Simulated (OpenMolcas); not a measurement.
OpenMolcas input wanted

AlPH4O has 7 atoms, charge 0, and is taken as a singlet. As SMILES, `[AlH2][O]P`. Geometry: a GFN2-xTB relaxation, a rough one for these elements and not checked as a minimum. This is one conformer, not always the lowest.

```xyz
7

Al   -1.2351    0.3349   -0.8347
O     0.2601   -0.0039   -0.1860
P     1.7665   -0.3376    0.4464
H    -1.7812   -0.5596   -1.9475
H    -2.0146    1.5167   -0.2520
H     1.6412    0.5008    1.5669
H     1.3631   -1.4514    1.2069
```

Settings wanted:

```yaml
method: HF
reference: RHF
integral_approximation: none
symmetry: none
basis_set: 3-21G
task: gradient
nucleus: point
SCF_convergence_threshold: 1e-10
d_and_f_functions: spherical
```

Question: Write the OpenMolcas 26.06 input and the command.

Answer: This one ran through:

coord.xyz:
```
7

Al    -1.235120     0.334860    -0.834690
O      0.260140    -0.003850    -0.186030
P      1.766500    -0.337580     0.446410
H     -1.781220    -0.559570    -1.947550
H     -2.014580     1.516740    -0.251980
H      1.641170     0.500830     1.566900
H      1.363110    -1.451440     1.206940
```

test.inp:
```
* AlH4OP Hartree-Fock
&gateway
baslib=$CurrDir
coord=coord.xyz
basis=3-21G
group=NoSym
&seward
&scf
thresholds=1e-10 1e-07 1e-07 1e-05
prorbitals=1 2
&alaska
```

```bash
$ export MOLCAS_MEM=1860
$ pymolcas test.inp > test.log
```

(Basis files named in the input come from the Basis Set Exchange and aren't shown.)

Calculated total energy: -656.38069 Eh, largest force 1.091 eV/Å.
